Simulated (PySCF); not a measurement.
## Which is lower?

Two relaxed structures of MgSiH2O, singlet (PBE0-D4/def2-TZVP; forces vanish, vibrations not checked).

A:

O1  (-0.378, -0.024, 1.209)
Mg2  (1.362, -0.804, 1.426)
Si3  (-0.124, 0.104, -0.365)
H4  (-0.913, -0.737, -1.313)
H5  (0.028, 1.455, -0.982)
(Å)

B:

```
atom    x (Å)    y (Å)    z (Å)
  O1  -1.1886   0.2388   1.1616
 Mg2   2.0608  -1.3247   0.7446
 Si3  -0.1040   0.2306  -0.1142
  H4  -0.5748  -1.1017  -0.7184
  H5  -1.1053   1.0088   1.7284
```

PySCF 2.14 with density fitting (its default auxiliary sets; JK sets also for MP2 and CCSD(T)); basis: def2-TZVPP; cores frozen in the correlated methods. The outer core shell of Li, Na, Mg and K is correlated. The def2 sets are not built for correlating such inner shells, so the correlated values are less sure here. B3LYP uses VWN-RPA correlation.

(1) Which structure is lower at CCSD(T), and by how much? (To be estimated.)

T1 diagnostic: at most 0.019. The restricted Hartree–Fock reference is unstable towards an unrestricted one at one or more of these structures. A large double-excitation amplitude points to some diradical character; no triplet was computed.

Answers

(1) The calculation gives: A, by 11.10 kcal/mol (electronic energy, against the other). By their contacts, A is MgSiH₂O ([O]1[Mg][SiH2]1) and B is MgSiH₂O ([OH][SiH][Mg]).

All methods give the same order:

```csv
method,E(B) − E(A) (kcal/mol)
PBE-D4,6.30
r2SCAN-D4,12.94
PBE0-D4,6.80
B3LYP-D4,6.30
wB97M-V,5.74
HF,6.41
MP2,12.92
CCSD,9.26
CCSD(T),11.10
```

Labels in which every atom is bracketed show which atoms are joined, not bond orders.

For scale, one of the runs: CCSD(T)/def2-TZVPP, 133 basis functions, launched by `OMP_NUM_THREADS=2 python run.py`. Time: 82 s of wall clock on 2 CPU threads of an AMD EPYC 7B13; the host was shared. Peak host memory: 0.82 GiB.
